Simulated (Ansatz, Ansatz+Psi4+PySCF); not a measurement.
```xyz
6

C     0.0000    0.0000    0.6925
C     0.0000    0.0000   -0.6925
H     0.0000    0.9228    1.2627
H     0.0000   -0.9228    1.2627
H     0.0000    0.9228   -1.2627
H     0.0000   -0.9228   -1.2627
```

Basis set: cc-pVTZ (spherical functions). Left uncorrelated: 2 orbitals. Charge 0, multiplicity 1.

Computed with Ansatz (development build ahead of 0.2.0); each method stands on the lowest determinant of its kind that the runs found. Restricted open shells among the atoms or ions are ROHF, correlated in semicanonical orbitals with singles.

Task: Give the atomization energy at this shape (free ground-state atoms in the same class of orbitals less the molecule, no zero-point energy) of singlet C₂H₄ by RHF-CCSD(T), RHF-MP2, RHF.

Result:

```tsv
method	atomization energy
RHF-CCSD(T)	2299.5 kJ/mol
RHF-MP2	2311.4 kJ/mol
RHF	1800.2 kJ/mol
```
